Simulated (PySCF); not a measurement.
Formic acid, CH2O2.
Atom-mapped SMILES: `[O:1]=[CH:2][OH:3]` (hydrogens: H4 on C2; H5 on O3)

A GFN2-xTB structure was refined with PBE0/6-31+G* geometry optimisation, gas phase (PySCF). Its GFN2-xTB values:

| coordinate | GFN2-xTB |
| --- | --- |
| O1=C2 | 1.193 Å |
| C2–O3 | 1.322 Å |
| C2–H4 | 1.101 Å |
| O3–H5 | 0.973 Å |
| O1–C2–O3 | 125.6° |
| O1–C2–H4 | 124.9° |
| C2–O3–H5 | 110.9° |
| O3–C2–H4 | 109.5° |

**Question.** How do these coordinates change at the PBE0/6-31+G* level?

**Answer.** 
| coordinate | PBE0/6-31+G* (Å or °) | change |
| --- | --- | --- |
| C2–O3 | 1.338 | +0.016 |
| O1=C2 | 1.203 | +0.010 |
| O3–H5 | 0.975 | +0.002 |
| C2–H4 | 1.099 | -0.002 |
| C2–O3–H5 | 107.6 | -3.3 |
| O1–C2–O3 | 125.1 | -0.5 |
| O3–C2–H4 | 109.9 | +0.4 |
| O1–C2–H4 | 125.0 | +0.1 |

The energy falls by 0.018 eV over 5 energy and gradient evaluations, the largest force component goes from 0.0194 to 2.3e-04 Eh/bohr, and the atoms move by 0.019 Å rms after alignment. The bond that changes most is C2–O3 (carboxylic acid carbon to acid hydroxyl oxygen), which lengthens by 0.016 Å. Bonds longer at the end by more than 0.005 Å: 2 of 4; shorter: 0. Rotational constants go from 79211, 12253, 10612 to 77692, 12083, 10457 MHz.

The run used 58 basis functions and 32 SCF cycles in all.

No PBE0/6-31+G* frequencies stand behind this structure, so it isn't proved a minimum. One conformer, not necessarily the lowest.

Conformer computed: `[O:1]=[CH:2][OH:3]`: H–O3–C2–O1 0°.
